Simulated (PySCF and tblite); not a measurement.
The numbers below are computed, except where a source is named.
3,3-dimethyl-1-butene, C₆H₁₂, numbered as in [CH2:1]=[CH:2][C:3]([CH3:4])([CH3:5])[CH3:6]. Conformer-averaged GIAO shifts at 298.15 K against TMS at the same level, unscaled (PySCF, tblite), from 3 protocols:

A: shieldings KT2/pcSseg-1 (IEF-PCM, chloroform); weights PBE0-D3(BJ)/def2-SVP (IEF-PCM, chloroform) // GFN2-xTB; 1 conformer.
B: shieldings WP04/pcSseg-1 (IEF-PCM, chloroform); weights PBE0-D3(BJ)/def2-SVP (IEF-PCM, chloroform) // GFN2-xTB; 1 conformer.
C: shieldings wB97X-D/pcSseg-1 (IEF-PCM, chloroform); weights PBE0-D3(BJ)/def2-TZVP (IEF-PCM, chloroform) // PBE0-D3(BJ)/def2-SVP; 1 conformer.

```csv
signal,measured (ppm),A,B,C
H2,5.85,6.25,5.95,6.19
H4/H5/H6,1.01,1.10,1.05,1.02
C1,108.9,105.6,113.4,117.4
C2,149.9,150.6,157.6,162.2
C3,33.7,39.8,41.7,34.9
C4/C5/C6,29.2,30.5,30.1,30.7
```

Measured: Stadelmann, Balmer, Riniker, Ebert, PCCP 2022; solvent: CDCl3.

**Question.** Which protocol comes closest to experiment?

**Answer.** For ¹³C protocol A has the smallest mean absolute error, though another scatters less about its mean error.
| nucleus | ppm | A | B | C |
| --- | --- | --- | --- | --- |
| ¹³C | mean absolute error | 2.8 | 5.3 | 5.9 |
| ¹³C | scatter about the mean error | 3.3 | 2.9 | 4.7 |

For scale, the study of C=CC(C)(C)C took 22 s on 1 thread of Arm Neoverse V2, shared host (rough), launched as `OMP_NUM_THREADS=1 python ens_run.py task.json out`.
